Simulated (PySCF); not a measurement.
Consider chlorine fluoride, `FCl` (ClF). Atom numbers as in the mapped SMILES `[F:1][Cl:2]`.

Energies: ωB97X-D3(BJ)/ma-def2-TZVP (PySCF, density fitting, integration grid level 2) on PBE0-D3(BJ)/def2-SVP structures. ωB97X-D3(BJ) is ωB97X-V with D3(BJ) in place of VV10. Thermal corrections: PBE0-D3(BJ)/def2-SVP frequencies, unscaled, ideal gas at 298.15 K and 1 bar, quasi-RRHO entropy.

(1) What are the vertical and the adiabatic ionisation energy for forming the radical cation?

(2) Where does the unpaired spin of the relaxed radical cation sit?

(3) What oxidation potential follows in dichloromethane (IEF-PCM), given that Fc+/Fc comes at 4.70 V absolute with this functional and basis?

(4) How far is −ε(HOMO) from the vertical value by ΔSCF?

Results:

(1) 12.89 eV vertical and 12.66 eV adiabatic, the latter with zero-point energy.

(2) Cl2 (chlorine) 0.78, F1 (fluorine) 0.22 (intrinsic atomic orbital populations).

(3) In the gas phase ΔG of oxidation is 12.649 eV, and solvation is -3.5 kJ/mol for the parent and -281.2 kJ/mol for the product, so the absolute potential is 9.77 V, or 5.07 V against Fc+/Fc. Fc+/Fc in dichloromethane, 4.70 V, is ωB97X-D3(BJ)/ma-def2-TZVP on PBE0-D3(BJ)/def2-SVP structures with GFN2-xTB thermal terms. Benchmark calculations put it near 5.0 V in acetonitrile and DMSO, so it is about 0.3 V low, and the value against it can read up to that much too high. The solvent is electrostatics only, on gas-phase structures; the absolute scale refers to an electron at rest in vacuum.

(4) −ε(HOMO) = 12.16 eV, which is 0.74 eV below the ΔSCF value.

Note: spin-orbit coupling is left out of the energies, which matters for open shells on the heavier atoms.

Differences come from unrounded values, so a last digit can differ from that of the printed terms.
